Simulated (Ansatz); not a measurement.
Energy needed to pull apart AlH₂SO, doublet, into free ground-state atoms, from the structure below (displaced at random from a GFN2-xTB minimum); no zero-point or spin–orbit terms; open-shell atoms are treated unrestricted, in their ground-state multiplicity.

O1  (-1.142, -0.934, -0.052)
Al2  (0.640, -0.751, -0.455)
S3  (1.935, 0.825, 0.012)
H4  (-2.262, -1.022, 0.322)
H5  (0.858, 1.829, 0.082)
(Å)

Program: Ansatz 0.2.0. Basis: def2-TZVPP. Cores are frozen in the correlated methods; orbitals are unrestricted.

| method | atomization energy (kJ/mol) |
| --- | --- |
| PBE-D4 | 1444 |
| r2SCAN-D4 | 1424 |
| PBE0-D4 | 1381 |
| r2SCANh-D4 | ? |
| r2SCAN0-D4 | 1367 |
| wB97M-V | 1401 |
| HF | ? |
| MP2 | 1397 |
| CCSD | 1309 |
| CCSD(T) | 1344 |

(1) What does HF give? (To be estimated.)

(2) What does r2SCANh-D4 give? (Judge from chemistry; the value comes from the calculation.)

The T1 diagnostic stays at or below 0.018. ⟨S²⟩ of the unrestricted Hartree–Fock references: 0.75 (a pure state has 0.75).

Answers

(1) By the calculation: 886 kJ/mol, which is about 458 kJ/mol less than CCSD(T)/def2-TZVPP.

(2) By the calculation: 1401 kJ/mol, which is about 56 kJ/mol more than CCSD(T)/def2-TZVPP.

In triple zeta the MP2 and coupled-cluster atomization energies are still short of their basis limit by a few kcal/mol a bond, whereas those of the functionals are nearly converged, so these differences are not deviations from converged CCSD(T).

For scale, one of the runs: CCSD(T)/def2-TZVPP forces, 143 basis functions (an equivalent command: `ansatz run in.yaml --threads 4`). Time: 110 s of wall clock on 4 CPU threads; the host was shared. Peak host memory: 3.2 GiB.
